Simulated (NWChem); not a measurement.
System: NO cation

NWChem input:

```
start job
memory heap 200 mb stack 900 mb global 1100 mb
charge 1
geometry units angstroms noautosym nocenter noautoz
  N      0.000000     0.000000    -0.573251
  O      0.000000     0.000000     0.503114
end
basis spherical
  N library 6-31g*
  O library 6-31g*
end
dft
  xc b3lyp
  iterations 150
end
property
  efieldgrad
end
task dft property
```

Excerpt of the output:

```
             Northwest Computational Chemistry Package (NWChem) 7.3.0
             --------------------------------------------------------

                             Geometry "geometry" -> ""
                             -------------------------

 Output coordinates in angstroms (scale by  1.889725989 to convert to a.u.)

  No.       Tag          Charge          X              Y              Z
 ---- ---------------- ---------- -------------- -------------- --------------
    1 N                    7.0000     0.00000000     0.00000000    -0.57325100
    2 O                    8.0000     0.00000000     0.00000000     0.50311400

 Effective nuclear repulsion energy (a.u.)      27.5314841564

                              NWChem Property Module
                              ----------------------

  itol2e modified to match energy
  convergence criterion.

                                 NWChem DFT Module
                                 -----------------

 Summary of "ao basis" -> "ao basis" (spherical)
 ------------------------------------------------------------------------------
       Tag                 Description            Shells   Functions and Types
 ---------------- ------------------------------  ------  ---------------------
 N                           6-31g*                  6       14   3s2p1d
 O                           6-31g*                  6       14   3s2p1d

  itol2e modified to match energy
  convergence criterion.

            General Information
            -------------------
          SCF calculation type: DFT
          Wavefunction type:  closed shell.
          No. of atoms     :     2
          No. of electrons :    14
           Alpha electrons :     7
            Beta electrons :     7
          Charge           :     1
          Spin multiplicity:     1
          Use of symmetry is: off; symmetry adaption is: off
          Maximum number of iterations: 150
          AO basis - number of functions:    28
                     number of shells:    12
          Convergence on energy requested:  1.00D-07
          Convergence on density requested:  1.00D-05
          Convergence on gradient requested:  5.00D-04

              XC Information
              --------------
                         B3LYP Method XC Potential
                     Hartree-Fock (Exact) Exchange  0.200
                        Slater Exchange Functional  0.800 local
                    Becke 1988 Exchange Functional  0.720 non-local
              Lee-Yang-Parr Correlation Functional  0.810
                  VWN I RPA Correlation Functional  0.190 local

             Grid Information
             ----------------
          Grid used for XC integration:  fine
          Radial quadrature: Mura-Knowles
          Angular quadrature: Lebedev.
          Tag              B.-S. Rad. Rad. Pts. Rad. Cut. Ang. Pts.
          ---              ---------- --------- --------- ---------
          N                   0.65       70           5.0       590
          O                   0.60       70           5.0       590
          Grid pruning is: on
          Number of quadrature shells:   140
          Spatial weights used:  Erf1

      Superposition of Atomic Density Guess
      -------------------------------------

 Sum of atomic energies:        -129.04809048

 Renormalizing density from      15.00 to     14

      Non-variational initial energy
      ------------------------------

 Total energy =    -123.756715
 1-e energy   =    -215.683249
 2-e energy   =      64.395050
 HOMO         =      -1.060644
 LUMO         =      -0.593026

   convergence    iter        energy       DeltaE   RMS-Dens  Diis-err
 ---------------- ----- ----------------- --------- --------- ---------
 d= 0,ls=0.0,diis     1   -129.4313423677 -1.57D+02  4.55D-02  1.17D+00
 d= 0,ls=0.0,diis     2   -128.7712351422  6.60D-01  3.58D-02  8.31D+00
 d= 0,ls=0.0,diis     3   -129.5262018209 -7.55D-01  2.49D-03  1.33D-02
 d= 0,ls=0.0,diis     4   -129.5275307085 -1.33D-03  4.28D-04  2.57D-04
 d= 0,ls=0.0,diis     5   -129.5275592209 -2.85D-05  2.78D-05  3.36D-06
 d= 0,ls=0.0,diis     6   -129.5275595593 -3.38D-07  2.58D-06  2.19D-08
 d= 0,ls=0.0,diis     7   -129.5275595614 -2.09D-09  2.16D-07  3.19D-10

         Total DFT energy =     -129.527559561398
      One electron energy =     -224.301530601404
           Coulomb energy =       82.196374547606
    Exchange-Corr. energy =      -14.953887663980
 Nuclear repulsion energy =       27.531484156381

 Numeric. integr. density =       14.000000004990

                       DFT Final Molecular Orbital Analysis
                       ------------------------------------

 Vector    5  Occ=2.000000D+00  E=-9.838220D-01
              MO Center=  2.0D-10,  1.5D-10,  1.0D-01, r^2= 7.0D-01
   Bfn.  Coefficient  Atom+Function         Bfn.  Coefficient  Atom+Function
  ----- ------------  ---------------      ----- ------------  ---------------
    17      0.470561  2 O  px                 3      0.356187  1 N  px
    18      0.292537  2 O  py                 4      0.221433  1 N  py
    21      0.219529  2 O  px                22      0.136476  2 O  py
     7      0.121909  1 N  px                 8      0.075788  1 N  py
    13     -0.041241  1 N  d  1              27      0.038194  2 O  d  1

 Vector    6  Occ=2.000000D+00  E=-9.838220D-01
              MO Center=  2.1D-10, -3.0D-10,  1.0D-01, r^2= 7.0D-01
   Bfn.  Coefficient  Atom+Function         Bfn.  Coefficient  Atom+Function
  ----- ------------  ---------------      ----- ------------  ---------------
    18      0.470561  2 O  py                 4      0.356187  1 N  py
    17     -0.292537  2 O  px                 3     -0.221433  1 N  px
    22      0.219529  2 O  py                21     -0.136476  2 O  px
     8      0.121909  1 N  py                 7     -0.075788  1 N  px
    11      0.041241  1 N  d -1              25     -0.038194  2 O  d -1

 Vector    7  Occ=2.000000D+00  E=-9.203798D-01
              MO Center= -1.7D-10, -2.1D-11, -5.0D-01, r^2= 9.2D-01
   Bfn.  Coefficient  Atom+Function         Bfn.  Coefficient  Atom+Function
  ----- ------------  ---------------      ----- ------------  ---------------
     5      0.504123  1 N  pz                 6     -0.451001  1 N  s
    19     -0.388191  2 O  pz                 2     -0.280367  1 N  s
    23     -0.153989  2 O  pz                 9      0.123255  1 N  pz
     1      0.118686  1 N  s                 20     -0.096715  2 O  s
    12      0.036355  1 N  d  0              16     -0.035508  2 O  s

 Vector    8  Occ=0.000000D+00  E=-5.039069D-01
              MO Center= -2.4D-10,  2.5D-10, -1.9D-01, r^2= 9.4D-01
   Bfn.  Coefficient  Atom+Function         Bfn.  Coefficient  Atom+Function
  ----- ------------  ---------------      ----- ------------  ---------------
     3      0.462466  1 N  px                 4     -0.422318  1 N  py
    17     -0.372677  2 O  px                18      0.340324  2 O  py
     7      0.325143  1 N  px                 8     -0.296916  1 N  py
    21     -0.286433  2 O  px                22      0.261566  2 O  py

 Vector    9  Occ=0.000000D+00  E=-5.039069D-01
              MO Center= -5.2D-11, -2.9D-11, -1.9D-01, r^2= 9.4D-01
   Bfn.  Coefficient  Atom+Function         Bfn.  Coefficient  Atom+Function
  ----- ------------  ---------------      ----- ------------  ---------------
     4      0.462466  1 N  py                 3      0.422318  1 N  px
    18     -0.372677  2 O  py                17     -0.340324  2 O  px
     8      0.325143  1 N  py                 7      0.296916  1 N  px
    22     -0.286433  2 O  py                21     -0.261566  2 O  px

[...]

          -----------------------
          Electric field gradient
          -----------------------

 1 a.u. = 0.324123 10**(16) esu/cm**3  ( or statvolts/cm**2 ) = 0.97174 10**(22) v/m**2

 ------------------------------------------------------------
   Atom      X         Y         Z
 ------------------------------------------------------------
    1 N    0.00000   0.00000  -1.08329
 ------------------------------------------------------------

 Electric field gradient in molecular frame (a.u.)
         XX             YY             ZZ             XY             XZ             YZ
 ------------------------------------------------------------------------------------------
       -0.605103      -0.605103       1.210205       0.000000      -0.000000       0.000000

 Principal components (a.u.) and orientation
 of principal axis w.r.t. absolute frame                      Asymmetry parameter eta
 --------------------------------------------------------------------------------------
        1.210205      -0.605103      -0.605103                       0.000000

       -0.000000       0.708842       0.705367
        0.000000      -0.705367       0.708842
        1.000000       0.000000       0.000000

 ------------------------------------------------------------
   Atom      X         Y         Z
 ------------------------------------------------------------
    2 O    0.00000   0.00000   0.95075
 ------------------------------------------------------------

 Electric field gradient in molecular frame (a.u.)
         XX             YY             ZZ             XY             XZ             YZ
 ------------------------------------------------------------------------------------------
       -0.307515      -0.307515       0.615030       0.000000      -0.000000       0.000000

 Principal components (a.u.) and orientation
 of principal axis w.r.t. absolute frame                      Asymmetry parameter eta
 --------------------------------------------------------------------------------------
        0.615030      -0.307515      -0.307515                       0.000000

       -0.000000       0.759179       0.650882
        0.000000      -0.650882       0.759179
        1.000000       0.000000      -0.000000
```

Level: B3LYP/6-31G* (spherical d). Geometry: optimised at PBE-D3(BJ)/def2-SVP. NWChem prints the field gradient with the sign opposite to the second derivative of the potential.
